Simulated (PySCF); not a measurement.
Atoms are numbered as in `[NH2:1][CH:2]1[CH2:3][CH2:4][CH2:5]1` (H(Xn): hydrogen on atom n). Ha(C3), Ha(C4), Ha(C5) are cis to N1 on the ring; Hb(C3), Hb(C4), Hb(C5) are trans to N1 on the ring.

How the numbers were obtained: σ from GIAO-HF/pcSseg-2, J: B3LYP/pcJ-1 (spin–dipole term only in couplings to heteroatoms), geometry from PBE0-D3(BJ)/def2-SVP, in PySCF 2.14.0 with density-fitted response routines (fast rotation and ring inversion assumed for equivalent nuclei, gas phase, a single conformation, non-relativistic).

Question: List the cross peaks expected in HSQC, COSY and HMBC spectra.

Answer: 

HSQC (one-bond C–H):
| δH | δC | 1J(C,H) (Hz) |
| --- | --- | --- |
| 2.88 (H(C2)) | 47.5 (C2) | 142 |
| 2.01 (Hb(C3)/Hb(C5)) | 34.6 (C3/C5) | 145 |
| 1.40 (Ha(C4)) | 14.1 (C4) | 146 |
| 1.36 (Ha(C3)/Ha(C5)) | 34.6 (C3/C5) | 135 |
| 1.34 (Hb(C4)) | 14.1 (C4) | 138 |

COSY cross peaks (|J| ≥ 2 Hz):
| δH | δH | abs. J (Hz) | bonds |
| --- | --- | --- | --- |
| 2.88 (H(C2)) | 2.01 (Hb(C3)/Hb(C5)) | 7.8 | 3 |
| 2.88 (H(C2)) | 1.36 (Ha(C3)/Ha(C5)) | 10.0 | 3 |
| 2.01 (Hb(C3)/Hb(C5)) | 1.36 (Ha(C3)/Ha(C5)) | 11.9 | 2 |
| 2.01 (Hb(C3)/Hb(C5)) | 1.34 (Hb(C4)) | 8.8 | 3 |
| 1.40 (Ha(C4)) | 1.36 (Ha(C3)/Ha(C5)) | 10.1 | 3 |
| 1.40 (Ha(C4)) | 1.34 (Hb(C4)) | 12.2 | 2 |
| 1.36 (Ha(C3)/Ha(C5)) | 1.34 (Hb(C4)) | 12.0 | 3 |

HMBC (two and three bonds, |J| ≥ 2.5 Hz):
| δH | δC [abs. J in Hz] |
| --- | --- |
| 2.88 (H(C2)) | 34.6 (C3/C5) [2.5] |
| 2.01 (Hb(C3)/Hb(C5)) | 47.5 (C2) [2.7], 34.6 (C3/C5) [14.5] |
| 1.40 (Ha(C4)) | 47.5 (C2) [14.8] |
| 1.36 (Ha(C3)/Ha(C5)) | 47.5 (C2) [5.1], 14.1 (C4) [4.3] |
| 1.34 (Hb(C4)) | 34.6 (C3/C5) [3.7] |

Shifts are taken against calculated references (same method and geometry level): 1H (31.68 ppm) and 13C (191.47 ppm) vs TMS.

Short H···H contacts in this conformer between protons four or more bonds apart (candidates for NOE cross peaks, intensity ∝ r⁻⁶): H(C2)···Hb(C4) 2.71 Å.

Exchangeable OH/NH protons stand at their gas-phase positions; hydrogen bonding in a real sample shifts them, mostly to higher δ. Unscaled 3J(H,H) at this level run about 10 % above measured values. Shifts are as computed, not scaled to solution data. Of 1211 compounds with measured shifts, 218 miss one by over three times the rms of a fit or turn the order of signals round; such compounds aren't used in these exercises. Only one conformer was computed, so three-bond couplings in flexible chains and rings are approximate.
